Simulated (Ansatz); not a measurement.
# HC–Si–Ge, quartet: reading a ladder of total energies

Geometry: a PBE0/def2-TZVP stationary point for this spin, not checked as a minimum.

```json
{"atom": "C", "x (Å)": "0.0000", "y (Å)": "0.0000", "z (Å)": "1.1531"}
{"atom": "Si", "x (Å)": "0.0000", "y (Å)": "0.0000", "z (Å)": "-0.5316"}
{"atom": "Ge", "x (Å)": "0.0000", "y (Å)": "0.0000", "z (Å)": "-2.8497"}
{"atom": "H", "x (Å)": "0.0000", "y (Å)": "0.0000", "z (Å)": "2.2282"}
```

Basis cc-pVDZ; Ansatz 0.2.0. Correlated methods freeze the noble-gas cores and the filled d shells of p-block atoms, which leaves 13 electrons in 44 orbitals. R marks a restricted (for open shells ROHF) determinant. No spin–orbit coupling is included, and no scalar relativity.

Full CI isn't at hand for all of this; RCCSDT(Q) serves as the reference, and is uncertain by about the last step of the cluster series.

Runs differ by some tens of microhartree through their thresholds and, for an open shell, their frozen cores, so steps under 0.03 kcal/mol mean nothing.

```csv
level,total energy (hartree)
RHF,-2402.549161
RMP2,-2402.799854
RCCSD,-2402.837859
RCCSD(T),-2402.851614
RCCSDT,-2402.853725
RCCSDT(Q),-2402.855096
```

What is the correlation energy at RCCSDT(Q), and what share of it do RMP2 and RCCSDT recover?

E(corr) = -2402.855096 − (-2402.549161) = -0.305935 hartree = -8.325 eV. RMP2: -0.250693 / -0.305935 = 81.94 %. RCCSDT: -0.304564 / -0.305935 = 99.55 %.

By how many kcal/mol does RCCSD(T) miss RCCSDT(Q) (1 hartree = 627.509 kcal/mol), and which steps make up the rest?

-2402.851614 − (-2402.855096) = 0.003482 hartree = 2.18 kcal/mol. Steps: RCCSDT − RCCSD(T) = -1.32, RCCSDT(Q) − RCCSDT = -0.86 kcal/mol. Differences between like states or geometries often cancel part of this.
